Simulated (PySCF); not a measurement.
Magnetisability: SMILES c1cc[p-]c1, [C$_{4}$H$_{4}$P]-, charge -1

Geometry (Å), atoms numbered from 1 in this order:
```xyz
9

C    -0.7187   -0.6268    0.0219
C     0.6937   -0.7099    0.0238
C     1.3070    0.5435    0.1058
P     0.1358    1.8604    0.1813
C    -1.1812    0.6897    0.1018
H    -1.3738   -1.5056   -0.0368
H     1.2412   -1.6596   -0.0331
H     2.3939    0.6823    0.1199
H    -2.2443    0.9553    0.1130
```

Total charge -1.

Method used: GIAO B97-2/aug-pcSseg-1 magnetisability, rotational g tensor and spin-rotation constants, non-relativistic, gas phase (PySCF 2.14.0). Geometry: PBE0-D3(BJ)/def2-SVP.

For an ion the centre-of-mass motion in the field is neglected.

Problem. How diamagnetic is it, and how anisotropic?

Solution. Isotropic -1074 × 10⁻³⁰ J/T², or -64.7 × 10⁻⁶ cm³/mol; principal values -1760, -772, -689 × 10⁻³⁰ J/T², anisotropy 1032 × 10⁻³⁰ J/T² (root of half the summed squared differences of the principal values). The susceptibility is in cgs units.

Problem. Split it along the inertial axes a, b, c into diamagnetic and paramagnetic parts about the centre of mass, with the quadrupole moment.

Solution. 
```csv
axis,χ (10⁻⁶ cm³/mol),diamagnetic (10⁻⁶ cm³/mol),paramagnetic (10⁻⁶ cm³/mol),summed x² of all electrons (Å²),quadrupole Θ (D Å)
a,-46.5,-245.6,199.1,64.0,-5.46
b,-41.5,-313.6,272.1,47.9,+5.90
c,-106.0,-474.8,368.8,10.0,-0.44
```
Anisotropies 2χaa − χbb − χcc = +54.5 and 2χbb − χaa − χcc = +69.4 × 10⁻⁶ cm³/mol. Θ is traceless in Buckingham's convention.

Problem. And the rotational g tensor?

Solution. 
| axis | rotational constant (GHz) | g | nuclear part | electronic part |
| --- | --- | --- | --- | --- |
| a | 7.9434 | -0.1277 | 0.6154 | -0.7431 |
| b | 5.1605 | -0.1112 | 0.5484 | -0.6596 |
| c | 3.1282 | +0.0328 | 0.5747 | -0.5420 |

Asymmetric top; isotopes 12C, 1H, 31P; no vibrational averaging.
